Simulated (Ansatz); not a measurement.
Two isomers of C2H7NO2: A = `OCNCO`, B = `NCC(O)O`.

Isolated molecules relaxed with PBE0-D4/def2-TZVP in Ansatz; ΔE leaves out vibrations. CCSD(T)/CBS is the MP2 limit (def2-TZVPP, def2-QZVPP) plus CCSD(T) − MP2 in def2-TZVPP, frozen cores. Functionals use def2-TZVPP. B3LYP here is the variant with VWN-RPA as its local correlation; programs differ in this. Each species was taken in one conformer, which may not be the lowest.

A:

Z-matrix (Å, degrees):
```
C
N 1 1.412
O 1 1.438 2 111.3
H 1 1.097 2 108.7 3 120.1
H 1 1.095 2 109.2 3 -121.2
C 2 1.436 1 115.9 3 -60.1
H 2 1.012 1 112.3 3 69.6
H 3 0.961 1 109.0 2 171.7
O 6 1.408 2 115.1 1 75.0
H 6 1.099 2 106.9 1 -49.1
H 6 1.092 2 109.3 1 -166.1
H 9 0.965 6 106.3 2 -50.3
```

B:

Z-matrix (Å, degrees):
```
C
C 1 1.519
N 1 1.454 2 107.7
H 1 1.092 2 108.2 3 117.4
H 1 1.097 2 109.2 3 -125.0
O 2 1.412 1 106.3 3 71.6
O 2 1.388 1 110.7 3 -49.8
H 2 1.097 1 111.2 3 -168.5
H 3 1.010 1 111.9 2 164.0
H 3 1.012 1 110.4 2 -75.1
H 6 0.962 2 106.8 1 -165.4
H 7 0.973 2 104.3 1 35.4
```

Problem. Which is lower in electronic energy at CCSD(T)/CBS, and by how much? (Estimate.)

Solution. Ansatz gave: B, by 40.7 kJ/mol.

Problem. Give E(B) − E(A) in kJ/mol with CCSD/def2-TZVPP, r2SCAN-D4, ωB97M-V, PBE0-D4, B3LYP-D4, HF/def2-TZVPP, B3LYP. (Best estimate.)

Solution. Ansatz gave: CCSD/def2-TZVPP -39.8, r2SCAN-D4 -39.0, ωB97M-V -40.4, PBE0-D4 -38.5, B3LYP-D4 -34.2, HF/def2-TZVPP -34.8, B3LYP -33.6. None reverses the order clearly.

Largest T1 diagnostic: 0.011.

In def2-TZVPP, CCSD(T) changes the Hartree–Fock value by −5.2 kJ/mol (the triples alone add −0.2 kJ/mol) and MP2 by −6.7 kJ/mol.
